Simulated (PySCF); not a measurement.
# Computed NMR parameters against published values

Mapped SMILES: `[CH3:1][CH2:2][S:3]([CH3:4])(=[O:5])=[O:6]`. Hydrogens are named by the atom that carries them.

Measured values that the calculation should reproduce: δ ¹³C C2 48.2; C1 6.7 ppm (measured; solution, not stated per compound (mostly CDCl3 or CCl4); Pretsch, Buehlmann, Badertscher, Structure Determination of Organic Compounds, 4th ed. (2009)).

- NMR shieldings at B97-2/pcSseg-2/GIAO
- coordinates at the PBE0-D3(BJ)/def2-TZVP level
- run in PySCF 2.14
- one averaged value for each set of equivalent atoms, no solvent model, a single conformation, non-relativistic

**Question.** How close does the calculation come?

**Answer.** 
Reference values: measured (solution, not stated per compound (mostly CDCl3 or CCl4); Pretsch, Buehlmann, Badertscher, Structure Determination of Organic Compounds, 4th ed. (2009)).
| atoms | quantity | reference | computed | computed, scaled |
| --- | --- | --- | --- | --- |
| C2 | δ ¹³C | 48.2 | 52.6 | 48.7 |
| C1 | δ ¹³C | 6.7 | 11.3 | 8.9 |

Computed shifts are σ(ref) − σ with the named reference compound (TMS for H and C) calculated as an isolated molecule at the same level. The measured values may be among those fitted. Empirical linear scaling, fitted to shifts measured mostly in CDCl3 for H and C (δ vs TMS): ¹³C (scatter 2.0 ppm rms, 2.1 ppm with the 1 outlier that the fit left out). Occasional misses reach two or three times the rms, and more in compound classes unlike the fitted ones.

**Question.** How far are the unscaled ¹³C shifts from the references?

**Answer.** Mean signed difference +4.50 ppm, mean absolute 4.50 ppm over 2 comparisons; the largest is +4.6 ppm at C1 (methyl carbon).
